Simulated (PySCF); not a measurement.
How methods differ on the ionisation energy of F

F [He] 2s2 2p5 (2P) → F⁺ [He] 2s2 2p4 (3P), as a difference of total energies. Calculation: PySCF 2.14, in aug-cc-pCVTZ-DK with one added diffuse shell each of s, p, d, f type (8s7p5d3f, 75 functions); scalar relativity by spin-free X2C-1e. Correlated levels: valence: 1s2 frozen. The calculations carry no spin-orbit coupling.

```json
{"method": "UHF", "ionisation energy (eV)": "15.654"}
{"method": "MP2 (valence)", "ionisation energy (eV)": "17.305"}
{"method": "SCS-MP2 (valence)", "ionisation energy (eV)": "17.296"}
{"method": "CCSD (valence)", "ionisation energy (eV)": "17.195"}
{"method": "CCSD(T) (valence)", "ionisation energy (eV)": "17.257"}
```

Problem. How much does correlation contribute at CCSD(T) (valence)?

Solution. 17.257 − (15.654) = 1.603 eV, measured against UHF.

Errors of the correlated levels include the incompleteness of this basis and the frozen core.

For comparison: 17.427 eV (measured; NIST levels, between the centres of gravity of the two terms).
